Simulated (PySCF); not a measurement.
**A PySCF run on CS**

State: ¹Σ⁺ (singlet), closed shell.

An equivalent input (the run itself took its basis sets from the Basis Set Exchange, started from a PBE0 density and held the occupation σ 7α 7β, πx 2α 2β, πy 2α 2β):

```python
from pyscf import gto, scf, cc
mol = gto.M(atom='C 0 0 0; S 0 0 1.544', basis={'C': 'cc-pVDZ', 'S': 'cc-pV(D+d)Z'},
            charge=0, spin=0, verbose=4, symmetry='C2v')
mf = scf.RHF(mol)
mf.irrep_nelec = {'A1': 14, 'B1': 4, 'B2': 4}
mf.conv_tol = 1e-9
mf.max_cycle = 60
mf.diis_space = 10
mf.kernel()
mycc = cc.CCSD(mf, frozen=[0, 1, 2, 3, 4, 5])
mycc.run(conv_tol=1e-7, conv_tol_normt=1e-5, max_cycle=80, diis_space=8)
et = mycc.ccsd_t()
```

The SCF ended at -435.33390637 hartree. The coupled-cluster part of the log:

```
******** <class 'pyscf.cc.ccsd.CCSD'> ********
CC2 = 0
CCSD nocc = 5, nmo = 31
frozen orbitals [0, 1, 2, 3, 4, 5]
max_cycle = 80
direct = 0
conv_tol = 1e-07
conv_tol_normt = 1e-05
diis_space = 8
diis_start_cycle = 0
diis_start_energy_diff = 1e+09
Init t2, MP2 energy = -435.579061414632  E_corr(MP2) -0.245155040055299
Init E_corr(CCSD) = -0.245155040055566
cycle = 1  E_corr(CCSD) = -0.248345023592716  dE = -0.00318998354  norm(t1,t2) = 0.0758197
cycle = 2  E_corr(CCSD) = -0.261354386654252  dE = -0.0130093631  norm(t1,t2) = 0.0295212
cycle = 3  E_corr(CCSD) = -0.260963639615616  dE = 0.000390747039  norm(t1,t2) = 0.016667
cycle = 4  E_corr(CCSD) = -0.263459824909079  dE = -0.00249618529  norm(t1,t2) = 0.00732026
cycle = 5  E_corr(CCSD) = -0.263472980650681  dE = -1.31557416e-05  norm(t1,t2) = 0.00142319
cycle = 6  E_corr(CCSD) = -0.263362910354778  dE = 0.000110070296  norm(t1,t2) = 0.000432629
cycle = 7  E_corr(CCSD) = -0.263377800721104  dE = -1.48903663e-05  norm(t1,t2) = 0.000106014
cycle = 8  E_corr(CCSD) = -0.263377354857275  dE = 4.45863828e-07  norm(t1,t2) = 2.32267e-05
cycle = 9  E_corr(CCSD) = -0.263376147229406  dE = 1.20762787e-06  norm(t1,t2) = 7.85295e-06
cycle = 10  E_corr(CCSD) = -0.263376329777437  dE = -1.82548031e-07  norm(t1,t2) = 1.9668e-06
cycle = 11  E_corr(CCSD) = -0.26337634067414  dE = -1.0896702e-08  norm(t1,t2) = 6.39258e-07
CCSD converged
E(CCSD) = -435.5972827152507  E_corr = -0.2633763406741395
CCSD(T) correction = -0.0148977627707994
```

T1 diagnostic 0.026, D1 0.052, 10 electrons correlated.

Repeating this along the bond gives Re = 1.560 Å and ωe = 1271 cm⁻¹.

A point of this curve took 0.22 CPU seconds beside 0.043 for the integrals (shared host).

Correlated steps freeze 6 core orbitals. The CCSD T1 diagnostic is raised, a sign that a single reference may not be enough here.
